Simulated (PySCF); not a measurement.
BH, optimised at GFN2-xTB:

```xyz
2

B      0.0055    -0.4295     0.3934
H     -0.0055     0.4295    -0.3934
```

Method: PySCF energies (xtb for GFN2) plus ideal-gas RRHO corrections (1 bar). 6-31G* has spherical d functions here. All species are closed-shell singlets. B3LYP is the form with VWN-RPA correlation.

List the harmonic frequencies (cm⁻¹, unscaled) at this level and at the other levels, each on its own geometry.


- GFN2-xTB: 2721
- B3LYP/6-31G*: 2337
- HF/6-31G*: 2511
- PBE/def2-SVP: 2264
- PBE0/def2-TZVP: 2331
